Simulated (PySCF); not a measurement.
**Working out the ionisation energy of Li**

Li [He] 2s1 (2S) → Li⁺ 1s2 (1S). All numbers are calculated (PySCF 2.14, scalar relativity by spin-free X2C-1e, in aug-cc-pCVTZ-DK (7s6p4d2f, 59 functions)). Frozen: nothing. Energies in hartree (1 hartree = 27.21139 eV):

```
             part  Li (lower)  Li⁺ (upper)
              UHF   -7.433380    -7.237041
MP2 opposite-spin   -0.036753    -0.036024
    MP2 same-spin   -0.000449     0.000000
```

**Question.** What does Hartree-Fock give?

**Answer.** (-7.237041) − (-7.433380) = 0.196339 hartree = 5.343 eV.

**Question.** What do MP2 and SCS-MP2 (6/5 opposite-spin, 1/3 same-spin) give?

**Answer.** The opposite-spin parts differ by 0.020 eV and the same-spin parts by 0.012 eV. MP2: 5.343 + (0.020) + (0.012) = 5.375 eV. SCS-MP2: 5.343 + 1.2 × (0.020) + (0.012)/3 = 5.371 eV.

Measured between the centres of the two terms (NIST): 5.392 eV, so MP2 (valence and next inner shell) is off by -0.017 eV.

What remains against the reference includes basis incompleteness and correlation beyond second order.
